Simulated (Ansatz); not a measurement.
Ansatz (an electronic-structure program) input:

Ansatz 0.2 input:
```yaml
crystal:
  periodic: [false, false, false]
  atoms:
    - {symbol: C, position_ang: [-0.00717952, -0.17649498, 1.18877778]}
    - {symbol: N, position_ang: [0.04667122, 0.63032333, 0.00383616]}
    - {symbol: C, position_ang: [-0.01782633, -0.16122431, -1.19083315]}
    - {symbol: H, position_ang: [0.82239004, -0.89994531, 1.21610482]}
    - {symbol: H, position_ang: [0.04344444, 0.44786648, 2.08044412]}
    - {symbol: H, position_ang: [-0.93390440, -0.76995637, 1.22479698]}
    - {symbol: H, position_ang: [0.81142397, -0.88421671, -1.23486430]}
    - {symbol: H, position_ang: [0.02485300, 0.47453211, -2.07483039]}
    - {symbol: H, position_ang: [-0.94487047, -0.75422777, -1.22617215]}
basis:
  gaussian:
    orbitals: def2-TZVPD
hamiltonian:
  xc: {name: B2PLYP}
magnetization: {spin_polarized: true, initial_magnetization: 1}
correlation: {electrons: outside_noble_gas}
```

**Question.** Which total energy does the run end on?

**Answer.** -134.42856 Eh (B2PLYP/def2-TZVPD). The basis has 165 functions.

It need not be the lowest isomer of its formula.
